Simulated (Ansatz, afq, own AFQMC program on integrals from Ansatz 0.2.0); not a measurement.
## NH$_{3}$O, singlet → NH$_{3}$O⁺, doublet

```xyz
5

N    -0.1540    0.0000    0.7068
O     0.1385    0.0000   -0.6853
H     0.3377   -0.8114    1.0705
H     0.3377    0.8114    1.0705
H    -0.7342    0.0000   -1.0862
```

Connectivity, by distances: NH2–OH.

E(doublet, charge +1) − E(singlet, charge +0) at this geometry, on RHF and UHF determinants.

Basis cc-pVDZ. Noble-gas cores (and the filled d shells of Ga–Kr and In–Xe) are frozen. Ansatz 0.2.0 and our own AFQMC program on the same integrals; the CISD trial comes from CCSD amplitudes, and released means the phaseless constraint is let go. Uncertainties: one standard error, sampling alone. The errors of all members are added in quadrature.

No full CI on the walks' own integrals is used here. The released AFQMC energy serves as the reference, which it does only where one determinant dominates, the energy is flat over the last release times and near the phaseless one (40 meV or 2 meV an electron, half that with transition metals). On small molecules, where full CI could be run and the noise was under 10 meV, such values lay within 10 meV of it in 19 cases of 20, a flattering rate, since the rule was set on those same cases; what remains of the bias isn't in the error bar. Each member takes its own surest rung, up to full CI.

The best estimate is CCSD(T) at the basis-set limit (CBS: def2-TZVPP and def2-QZVPP, with their diffuse functions for anions and beside diffuse sets, CCSD(T) itself extrapolated) plus the step from CCSD(T) to AFQMC with the constraint released in cc-pVDZ. Rows without CBS are in cc-pVDZ, the functionals in def2-TZVP; B2PLYP and the wave-function rows carry a basis error of their own. Core correlation and relativity beyond core potentials are missing, and ± holds the sampling alone.

Cautions: NH₃O (singlet): the released energies move by 1.5 errors or more from one time to the next, so no released level is given (meV from the phaseless value at times in 1/Eh: -20 ± 15 at 0.24, -26 ± 14 at 0.50, -5 ± 12 at 1.00, -43 ± 18 at 1.50), though the last usable value meets CCSDT(Q) within the noise, its ph-AFQMC/CISD value lies 34 ± 15 meV above CCSDT(Q); NH₃O⁺ (doublet): the released value is read at 1.50 1/Eh with a noise of 25 meV, more than in the cases checked (meV from the phaseless value at times in 1/Eh: 10 ± 18 at 0.24, -20 ± 17 at 0.50, -42 ± 28 at 1.00, -7 ± 25 at 1.50).

```json
{"level": "wB97M-V", "vertical ionization energy (kJ/mol)": "1018.7"}
{"level": "PBE0", "vertical ionization energy (kJ/mol)": "1008.3"}
{"level": "B3LYP", "vertical ionization energy (kJ/mol)": "1018.5"}
```

Task: From these cheaper values, estimate the vertical ionization energy at the level of the best estimate.

Result: 1037.3 ± 2.4 kJ/mol (best estimate, highest rung released AFQMC).

| level | vertical ionization energy (kJ/mol) | error against the best estimate (kJ/mol) |
| --- | --- | --- |
| HF | 900.0 | -137.2 ± 2.4 |
| MP2 | 989.0 | -48.2 ± 2.4 |
| CCSD | 975.5 | -61.8 ± 2.4 |
| CCSD(T) | 974.0 | -63.2 ± 2.4 |
| ph-AFQMC/CISD | 973.5 ± 2.3 | -63.8 ± 3.4 |
| HF/CBS | 909.3 | -127.9 ± 2.4 |
| MP2/CBS | 1053.2 | 15.9 ± 2.4 |
| CCSD(T)/CBS | 1035.2 | -2.1 ± 2.4 |
| PBE | 999.4 | -37.8 ± 2.4 |
| r2SCAN | 997.8 | -39.4 ± 2.4 |
| B2PLYP | 1013.3 | -24.0 ± 2.4 |
| surest rungs in cc-pVDZ | 976.1 ± 2.4 | -61.1 |

Correlation beyond CCSD(T) changes it by less than twice the noise. Going to the basis-set limit adds 61.1 kJ/mol at CCSD(T). The perturbative (T) step is worth −1.5 kJ/mol. The functionals spread over 20.9 kJ/mol; wB97M-V and B3LYP come nearest and r2SCAN is 39.4 kJ/mol too low.

Best estimates are given only where the step beyond CCSD(T) is under 0.3 eV and no member's determinant is very poor (T1 over 0.05, or 0.07 for open shells, ⟨S²⟩ too high by 0.3, two states mixed), so the hardest cases are missing from such tables.

The functionals ran in a triple-zeta set and keep a basis error of their own, a few kJ/mol for each bond in atomization energies and more for double hybrids, so close places among them and the extrapolated levels can swap.

Each member of a difference takes its own highest rung, so a best estimate needn't equal the limit plus the step of one row. A walk keeps the symmetry of its determinant, which the program's search chose and which needn't be the lowest solution, so a lower state of the same spin and another symmetry isn't excluded. Released energies are given only where the last usable release times agree within the noise; a slower fall can still hide under it.
